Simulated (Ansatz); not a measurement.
Trigonal Te, treated with PBE-D4 (PAW; Ansatz, a program for electronic structure).

Run with plane-wave cutoff 520 eV, 12×12×6 k mesh (along the axes of the cell as run), Fermi–Dirac smearing 0.01 eV, scalar-relativistic PAW data made under PBE.

Results at a series of volumes:

```csv
V (Å³/atom),E − E_lowest (meV/atom)
30.739,6.00
31.379,1.41
32.019,0.00
32.660,1.30
33.300,4.90
```

Fit the third-order Birch–Murnaghan equation and give B0 and B′.

V0 = 32.014 Å³/atom, B0 = 33.9 GPa, B′ = 7.3 (fit to the energies at full precision).

Shape and atoms are relaxed at each volume.

Measured, for comparison: bulk modulus 19 GPa (temperature not stated, not corrected to a static lattice; as tabulated in Yi et al. (2018), arXiv:1712.00894). Computed (rounded) less measured: bulk modulus +78 % (against room or unstated temperature, where such soft solids are markedly softer).

Note: the bulk modulus comes from volumes at which shape and atoms were relaxed.

Spin–orbit coupling is not included.

Static lattice: no zero-point or thermal effects.
